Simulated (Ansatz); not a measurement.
System: N2, charge 1, doublet. N2+ (parent SMILES N#N, doublet).
B3LYP-D3(BJ)/def2-TZVP minimum from Ansatz (an electronic-structure program):
```xyz
2

N      0.0000     0.0000    -0.5521
N      0.0000     0.0000     0.5521
```
Charge +1, spin multiplicity 2.

Total energies in cc-pVQZ, 9 correlated electrons, 2 frozen orbitals. Open shells are spin-unrestricted; no spin-orbit coupling. Cores are frozen in correlated methods. No relativity. The determinant of N2+ (parent SMILES N#N, doublet) is a saddle point of the SCF energy; a lower one exists, which strains HF and MP2.

```csv
method,program,energy (Eh),minus CCSDT(Q) (mEh)
HF,Ansatz,-108.41610,420.47
MP2,Ansatz,-108.82505,11.53
CCSD,Ansatz,-108.80835,28.22
CCSD(T),Ansatz,-108.83330,3.27
CCSDT(Q),Ansatz,-108.83657,0.00
```

Rough core times of Ansatz's runs on a shared machine: CCSD(T) 3 min, CCSDT(Q) 30 min.
